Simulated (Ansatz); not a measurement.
This script for a single point in a Gaussian basis of C3H5FO2, SMILES O=CCOCF with Ansatz 0.2.0 through its Python package holds a mistake.

Script `c3h5fo2_energy.py`:
```python
# -*- coding: utf-8 -*-
"""Electronic structure of the C3H5FO2 molecule."""

import ansatz as az
import numpy as np
import pandas as pd

BASIS = "6-31G*"
XC = "b3lyp"

geometry = (
    az.Crystal.molecule()
    .atom("O", (2.9288, -0.1634, -0.1441))
    .atom("C", (1.8744, 0.4378, -0.3338))
    .atom("C", (0.5668, 0.0535, 0.3126))
    .atom("O", (-0.4437, 0.0737, -0.6866))
    .atom("C", (-1.6866, -0.3656, -0.162))
    .atom("F", (-2.0183, 0.4566, 0.864))
    .atom("H", (1.8481, 1.3511, -0.9522))
    .atom("H", (0.3469, 0.7882, 1.0933))
    .atom("H", (0.663, -0.9477, 0.7453))
    .atom("H", (-2.4536, -0.2875, -0.9362))
    .atom("H", (-1.6257, -1.3966, 0.1996))
)

base = (
    geometry.calculation()
    .basis(gaussian=BASIS)
    .functional(XC)
    .spin("collinear", total=4)
    .forces()
)
outcome = base.run(threads=1)
summary = outcome.report

print("reference energy %16.6f eV" % summary["reference_energy_ev"])
print("total energy     %16.6f eV" % summary["free_energy_ev"])
print("occupied orbitals outside the frozen core (up, down):", summary["n_occupied"], " frozen:", summary["n_frozen"], " virtual:", summary["n_virtual"])

state = summary["mean_field"]["state"]
print(f"mean field: {state['energy']['hartree']:.7f} Ha, <S^2> = {abs(state['spin_squared']):.4f}, stability: {state.get('stability', {}).get('kind')}")

symbols = [site.symbol for site in geometry.cartesian_sites]
print("forces (eV/A)")
for symbol, f in zip(symbols, summary["forces_ev_ang"]):
    print(f"  {symbol:2s} {f[0]:9.4f} {f[1]:9.4f} {f[2]:9.4f}")

charges = summary["charge_distribution"]
table = pd.DataFrame({"atom": symbols, "mulliken": charges["mulliken_charges_e"], "lowdin": charges["lowdin_charges_e"]})
print(table.round(3).to_string())
print("dipole (e A):", np.round(charges["dipole_moment_e_ang"], 4) + 0.0)
```

```console
$ python c3h5fo2_energy.py
reference energy     -9989.833701 eV
total energy         -9989.833701 eV
occupied orbitals outside the frozen core (up, down): [26, 22]  frozen: 0  virtual: [74, 78]
mean field: -367.1196172 Ha, <S^2> = 6.0088, stability: minimum
forces (eV/A)
  O     4.9688   -2.3820    0.9544
  C    -5.3595    2.6308   -1.0629
  C     6.9473    3.2882    2.1346
  O    -0.7492   -0.3523   -2.1804
  C    -5.8818   -2.2605   -1.5325
  F     0.4275    1.4360    1.3451
  H     0.5434   -0.1933   -0.1752
  H    -0.5249   -0.2557    0.6520
  H    -1.4669   -1.6175   -0.0067
  H     0.1598   -0.0164    0.0281
  H     0.9355   -0.2774   -0.1565
   atom  mulliken  lowdin
0     O    -0.201   0.109
1     C    -0.019  -0.374
2     C    -0.344  -0.255
3     O    -0.002   0.102
4     C     0.001  -0.218
5     F    -0.276  -0.040
6     H     0.184   0.164
7     H     0.232   0.169
8     H     0.114   0.120
9     H     0.166   0.108
10    H     0.146   0.114
dipole (e A): [-0.2947  0.0663 -0.1155]
```

The script ran to its end, but the result can't be trusted. Why?

The fault: the spin state is higher than the ground state's. Mended:

```diff
--- before
+++ after
@@ -29,3 +29,2 @@
     .functional(XC)
-    .spin("collinear", total=4)
     .forces()
```

With that change:

Output of `python c3h5fo2_energy.py`:
```text
reference energy    -10002.150482 eV
total energy        -10002.150482 eV
occupied orbitals outside the frozen core (up, down): [24, 24]  frozen: 0  virtual: [76, 76]
mean field: -367.5722505 Ha, <S^2> = 0.0000, stability: minimum
forces (eV/A)
  O    -1.2893    0.6603   -0.1979
  C     1.4943   -0.6279    0.3162
  C     0.1487   -0.2528   -0.2757
  O    -0.9966   -0.3896   -0.0447
  C     0.9688    0.2818   -0.7959
  F    -0.5820    0.3072    0.8276
  H    -0.0993    0.0676   -0.2020
  H    -0.0366    0.0180    0.2202
  H     0.0605   -0.0437    0.2016
  H     0.2199    0.1060   -0.2519
  H     0.1116   -0.1269    0.2025
   atom  mulliken  lowdin
0     O    -0.382  -0.064
1     C     0.248  -0.066
2     C    -0.098  -0.170
3     O    -0.474  -0.125
4     C     0.244  -0.075
5     F    -0.290  -0.037
6     H     0.131   0.105
7     H     0.176   0.128
8     H     0.158   0.122
9     H     0.156   0.098
10    H     0.132   0.084
dipole (e A): [-0.4653 -0.0367  0.0189]
```

Reading the output:
- Total energies depend on the basis set; only differences at equal settings carry meaning.
- The geometry is a force-field or estimated start, not a minimum of this method, and the basis set is short of its limit.
- The Löwdin charges here are taken after orthogonalising the functions within each atom; they differ from plain Löwdin charges, and their signs can be unphysical.
- b3lyp holds the VWN-RPA fit, as in Gaussian; the form of ORCA and Turbomole is b3lyp5.
- Timing: 5.6 s on 1 thread of Arm Neoverse V1 (shared host), peak memory 0.3 GiB.
